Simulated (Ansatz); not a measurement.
# F2Si: the cost of one run

The runs use Ansatz 0.2.0, Gaussian basis; def2-QZVPP, all electrons in the functionals, frozen cores in the correlation of double hybrids and RPA.

To be run: wB97M-V, B2PLYP, at charge 0, triplet; charge 0, singlet; charge 0, quintet; charge 1, doublet; charge 1, quartet.

2 further runs of the same task are left out: 2 set aside as unsound or not needed.

### 1 The geometry

The geometry is a PBE0/def2-TZVP stationary point (not a proven minimum).

3 atoms, charge 0, spin multiplicity 3.

Atoms are counted from 1 here; the program's logs count them from 0.

Bond lengths: F1–Si2 1.598 Å, Si2–F3 1.598 Å. Angles: F1–Si2–F3 113.7°.

No dispersion term is added; wB97M-V holds VV10 nonlocal correlation.

The geometry shown and the zero of energy belong to the point charge 0, triplet. The yardstick, UCCSD(T), and other wave-function levels (R restricted, U unrestricted, valence and pair active spaces) come from earlier runs.

### 2 wB97M-V, charge 0, triplet

Input file in.yaml:

```yaml
crystal:
  periodic: [false, false, false]
  atoms:
    - {symbol: F, position_ang: [0.000000, -0.371280, 1.337507]}
    - {symbol: Si, position_ang: [0.000000, 0.502304, 0.000000]}
    - {symbol: F, position_ang: [0.000000, -0.371280, -1.337507]}
basis:
  gaussian: {orbitals: "def2-QZVPP.json"}
magnetization: {spin_polarized: true, initial_magnetization: 2}
hamiltonian: {xc: {name: wB97M-V}}
output: {orbitals: {seedname: orbitals}}
```

Launch:

```console
$ ansatz run in.yaml --threads 1 --pin off --events-out ev --progress --plain --max-ram 2393MiB
```

**Question.** How long does this run take on 1 thread of Arm Neoverse V2, shared host, and how much memory does it need?

About 15 s, with a peak of 0.44 GiB.
